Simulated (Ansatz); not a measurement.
# AlSi (quartet): wave-function methods side by side at distance Si1–Al2 = 8.318 Å, cc-pVDZ

One table from this session's results is given with a row withheld; the runs are named, their logs left out.

Program: Ansatz 0.2.0, Gaussian basis. Level of theory: cc-pVDZ, core rule «outside noble gas», up to 10 orbitals frozen. These are calculated values, not measurements.

To be run: UHF; CCSD(T) on ROHF; CCSD(T) on UHF; BCCD(T) on ROHF; CISD; CCSDT(Q) on ROHF; CCSDT(Q) on UHF; CASSCF and MRCISD+Q, 5 electrons in 5 orbitals; CASSCF and NEVPT2, 5 electrons in 5 orbitals; CASSCF and MRCISD+Q, 7 electrons in 8 orbitals; CASSCF and MRCISD+Q(relaxed), 7 electrons in 8 orbitals; CASSCF and NEVPT2, 7 electrons in 8 orbitals; Full CI.

23 further runs of the same task are left out: 19 that didn't finish, 4 set aside as unsound or not needed.

### The system

The geometry derives from a PBE0/def2-TZVP stationary point (not a proven minimum). One bond is set to the value named and the two fragments are kept rigid.

2 atoms, charge 0, spin multiplicity 4.

Atoms are counted from 1 here; the program's logs count them from 0.

No contacts short enough for the rule that draws bonds.

Set-up of the first run:

in.yaml reads:

```yaml
crystal:
  periodic: [false, false, false]
  atoms:
    - {symbol: Si, position_ang: [0.000000, 0.000000, 0.000000]}
    - {symbol: Al, position_ang: [0.000000, 0.000000, 8.318000]}
basis:
  gaussian: {orbitals: cc-pVDZ}
magnetization: {spin_polarized: true, initial_magnetization: 3}
hamiltonian: {xc: hf}
output: {orbitals: {seedname: orbitals}}
```

The run is started by

```sh
$ ansatz run in.yaml --threads 1 --pin off --events-out ev --progress --plain --max-ram 2393MiB
```

Among the steps run: UHF; CCSD(T) on ROHF; CCSD(T) on UHF; BCCD(T) on ROHF; CISD; CCSDT(Q) on ROHF; CCSDT(Q) on UHF; CASSCF and MRCISD+Q, 5 electrons in 5 orbitals; CASSCF and NEVPT2, 5 electrons in 5 orbitals; CASSCF and MRCISD+Q, 7 electrons in 8 orbitals; CASSCF and MRCISD+Q(relaxed), 7 electrons in 8 orbitals; CASSCF and NEVPT2, 7 electrons in 8 orbitals; Full CI.

One of the session's tables, all rows but one given; the rest of the session is left out.

| method | from FCI (meV) |
| --- | --- |
| ROHF | +3281.7 |
| UHF | +3090.9 |
| RMP2 | +1047.5 |
| UMP2 | ? |
| CISD | +267.4 |
| RCCSD | +75.8 |
| UCCSD | +68.1 |
| RCCSD(T) | +23.9 |
| UCCSD(T) | +22.4 |
| BCCD(T) | +23.7 |
| RCCSDT | +1.9 |
| UCCSDT | +1.7 |
| RCCSDT(Q) | +0.9 |
| UCCSDT(Q) | +0.8 |
| CASSCF pair | +2915.8 |
| NEVPT2 pair | +925.3 |
| FCI | 0 |

**Question.** Estimate the row for UMP2.

The run gave: from FCI (meV): +1036.1. In the column «from FCI (meV)» it lies between NEVPT2 pair (+925.3) and RMP2 (+1047.5).

Not comparable, so not listed: CASSCF and MRCISD+Q, 5 electrons in 5 orbitals (they don't share determinant, frozen orbitals or solution with the rows shown, or repeat one).

Caveats from the session: Left out of the table: CASSCF valence, NEVPT2 valence, MRCISD valence, MRCISD+Q valence (the active space lost an orbital or holds another state than full CI finds). Left out of the table: MRCISD+Q(relaxed) valence (another determinant or state than the rows shown). Levels on UHF freeze UHF's core orbitals, full CI those of ROHF, so the U rows can settle a little off it for that reason alone. Restricted and unrestricted rows rest on different reference determinants; where their highest levels disagree by more than a few hundredths of an eV, they describe different states and don't form one ladder. Warnings in the runs' records: passed over end.
